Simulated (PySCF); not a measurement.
## Solvent effects on NMR parameters

Cartesian coordinates in Å; atom numbers follow the order of the lines, from 1:
```xyz
8

C     0.778    0.168    0.056
C    -0.651   -0.290   -0.102
Cl   -1.809    0.989    0.380
H     0.993    0.435    1.101
H     1.467   -0.638   -0.245
H     0.981    1.049   -0.571
H    -0.872   -1.165    0.526
H    -0.886   -0.548   -1.144
```

GIAO PBE0/pcSseg-1 in PySCF 2.14 on one PBE0-D3(BJ)/def2-SVP conformer, non-relativistic, equivalent nuclei averaged. Solvents enter as an IEF-PCM continuum (chloroform with ε = 4.7, methanol with ε = 32.6) around the gas-phase geometry. Shifts are referred to TMS computed in the same medium.

Gas phase, δ in ppm: C2 45.5, C1 20.8, H7/H8 3.38, H4/H5/H6 1.36. Dipole moment 2.19 D.

(1) How does each δ change in the continuum?

(2) Which of the listed nuclei move most (in ppm), and what does the model miss?

Answers

(1) 
| atoms | environment | Δδ, chloroform | Δδ, methanol |
| --- | --- | --- | --- |
| C2 | sp3 CH2 bonded to Cl | +2.0 | +2.8 |
| C1 | methyl carbon | +0.5 | +0.8 |
| H7/H8 | hydrogen on an sp3 CH2 bonded to Cl | +0.20 | +0.27 |
| H4/H5/H6 | hydrogen on a methyl carbon | +0.05 | +0.07 |

Changes are relative to the gas phase. The dipole moment becomes 2.63 D in chloroform, 2.79 D in methanol.

(2) C2 (sp3 CH2 bonded to Cl, +2.8 ppm) in methanol. A continuum only polarises the solute; specific hydrogen bonds, the anisotropy of aromatic solvents and changes of geometry or conformer are outside it.
